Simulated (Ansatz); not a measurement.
Input for Ansatz (development build ahead of 0.2.0):

```yaml
crystal:
  periodic: [false, false, false]
  atoms:
    - { symbol: Cl, position_ang: [0.04515, -0.03027, -0.65728] }
    - { symbol: F, position_ang: [-0.01679, -0.05374, 1.31023] }
basis:
  gaussian: { orbitals: "6-31G" }
hamiltonian:
  xc: hf
```

The input is written out in the form of the current development build from the run's settings.

Results

```yaml
Converged: yes
Total_energy: -558.75284 hartree
Spin_squared_of_the_determinant: 0.000
```

Caution: stretched shape with no unrestricted run beside it, a lower state can exist.
